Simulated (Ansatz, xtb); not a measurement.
C3H8O2: which of two conformers lies lower

Structure I: `CCC(O)O`, a singlet. Structure II: `CCC(O)O`, a singlet. Both are isolated molecules in the gas phase, relaxed with PBE0-D3(BJ)/def2-SVP.

I (Å):

```yaml
atoms:
  - { symbol: C, position_ang: [-2.4448, 0.6479, -0.0807] }
  - { symbol: C, position_ang: [-0.9812, 0.9960, -0.2788] }
  - { symbol: C, position_ang: [-0.1100, 0.6238, 0.9065] }
  - { symbol: O, position_ang: [-0.1746, -0.7362, 1.2209] }
  - { symbol: O, position_ang: [1.1927, 1.0185, 0.6022] }
  - { symbol: H, position_ang: [-2.5652, -0.4225, 0.1423] }
  - { symbol: H, position_ang: [-2.8786, 1.2086, 0.7627] }
  - { symbol: H, position_ang: [-3.0373, 0.8831, -0.9768] }
  - { symbol: H, position_ang: [-0.5667, 0.4788, -1.1634] }
  - { symbol: H, position_ang: [-0.8502, 2.0726, -0.4711] }
  - { symbol: H, position_ang: [-0.4799, 1.1317, 1.8195] }
  - { symbol: H, position_ang: [0.0907, -1.2215, 0.4286] }
  - { symbol: H, position_ang: [1.7427, 0.7931, 1.3610] }
```

II (Å):

| atom | x (Å) | y (Å) | z (Å) |
| --- | --- | --- | --- |
| C | -0.7238 | 0.9809 | -1.1481 |
| C | -1.6076 | 1.0036 | 0.0890 |
| C | -1.2974 | 2.1525 | 1.0364 |
| O | -1.4953 | 3.4082 | 0.4598 |
| O | 0.0203 | 1.9930 | 1.4740 |
| H | -0.9555 | 0.1148 | -1.7847 |
| H | -0.8701 | 1.8788 | -1.7720 |
| H | 0.3381 | 0.9283 | -0.8679 |
| H | -2.6693 | 1.0807 | -0.1936 |
| H | -1.4902 | 0.0639 | 0.6517 |
| H | -2.0029 | 2.1271 | 1.8890 |
| H | -0.9398 | 3.4517 | -0.3285 |
| H | 0.2177 | 2.7385 | 2.0521 |

**Question.** Which of the two would you expect CCSD(T)/def2-SVP + ΔMP2/def2-TZVPP electronic energies to favour?

**Answer.** Too close to call at this level: CCSD(T)/def2-SVP + ΔMP2/def2-TZVPP gives E(II) − E(I) = +0.27 kcal/mol.

How the difference moves with the method:

```csv
level,geometry,E(II) − E(I) (kcal/mol),departure from the last row (kcal/mol),"job, with rough time for the two"
PBE0-D3(BJ)/def2-SVP,PBE0-D3(BJ)/def2-SVP,+0.33,+0.05,"optimisation, 14 s"
HF/def2-SVP,PBE0-D3(BJ)/def2-SVP,+0.60,+0.32,part of the CCSD(T) run
MP2/def2-SVP,PBE0-D3(BJ)/def2-SVP,+0.31,+0.04,part of the CCSD(T) run
CCSD(T)/def2-SVP,PBE0-D3(BJ)/def2-SVP,+0.33,+0.05,single point
CCSD(T)/def2-SVP + ΔMP2/def2-TZVPP,PBE0-D3(BJ)/def2-SVP,+0.27,,"single point, 17 s"
```

The largest departure from CCSD(T)/def2-SVP + ΔMP2/def2-TZVPP is that of HF/def2-SVP, 0.32 kcal/mol. Levels run at GFN2-xTB geometries aren't shown. The last row adds to CCSD(T) the change of the MP2 difference between the two basis sets, here −0.05 kcal/mol.

With harmonic frequencies from PBE0-D3(BJ)/def2-SVP (ideal gas, rigid rotor, one conformer each, 298.15 K, 1 atm): on the last row, ΔE + ΔZPE = +0.32, ΔH = +0.33, ΔG = +0.31 kcal/mol.

The correlated steps freeze 5 core orbitals. Programs: Ansatz 0.2.0; the last row on 2 threads of AMD EPYC 9R45 96-Core Processor (Zen 5) on a shared host.
